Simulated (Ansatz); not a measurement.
System: Cs₂AgBiBr₆ (Fm-3m, No. 225). Method: r²SCAN+rVV10 (Ansatz, an electronic-structure program, plane waves, PAW).

Settings: plane-wave cutoff 560 eV, 6×6×6 k mesh, Fermi–Dirac smearing 0.01 eV, no spin polarisation, scalar-relativistic PAW data made under PBE.

Cell (relaxed at this level):

AgBiCs2Br6 is modelled in the cubic space group Fm-3m (No. 225), Pearson symbol cF40. Conventional cell: a = 11.238 Å, b = 11.238 Å, c = 11.238 Å, α = 90.00°, β = 90.00°, γ = 90.00°. Bi on 4a sees 6 Br at 2.841 Å (octahedral). Ag on 4b is surrounded by 6 Br at 2.778 Å (octahedral). Cs on 8c has 12 Br at 3.973 Å (cuboctahedral). Br on 24e has 1 Ag at 2.778 Å and 1 Bi at 2.841 Å and 4 Cs at 3.973 Å (octahedral). (Neighbours: up to the widest gap in distance over summed covalent radii, below 1.35, at either atom; cation-cation and far metal-metal contacts left out.)
(The calculation used a cell of 10 atoms; values per cell refer to that cell.)

Task: What does this level give for the band gap and direct gap at Γ?

Result: 
- band gap: 1.60 eV (on the SCF k mesh)
- direct gap at Γ: 3.24 eV

Spin–orbit coupling is not included; with these elements it can move the gap by several tenths of an eV or more.

The computed numbers hold no vibrational or temperature effects.

Computing time: about 5 core-minutes (a rough figure).
